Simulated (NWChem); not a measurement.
System: ethane (C2H6); SMILES CC

The following NWChem deck was run.

```
start job
memory heap 200 mb stack 900 mb global 1100 mb
geometry units angstroms noautoz
  C      0.000000     0.000000     0.759558
  C      0.000000     0.000000    -0.759558
  H     -0.724029     0.724029     1.165167
  H      0.989042     0.265013     1.165167
  H     -0.265013    -0.989042     1.165167
  H     -0.989042    -0.265013    -1.165167
  H      0.724029    -0.724029    -1.165167
  H      0.265013     0.989042    -1.165167
end
basis spherical
  * library def2-tzvpd
end
dft
  xc r2scan
  iterations 150
  mulliken
end
task dft energy
```

All runs use the structure optimised with PBE0/def2-SVP.

Task: What results follow from this input? (r2SCAN/def2-TZVPD.) Quantities: energy (Ha); highest occupied level (eV); orbital gap (eV).

Result: 
| Item | Value |
|---|---|
| energy (Ha) | -79.80 |
| highest occupied level (eV) | -8.40 |
| orbital gap (eV) | 9.21 |
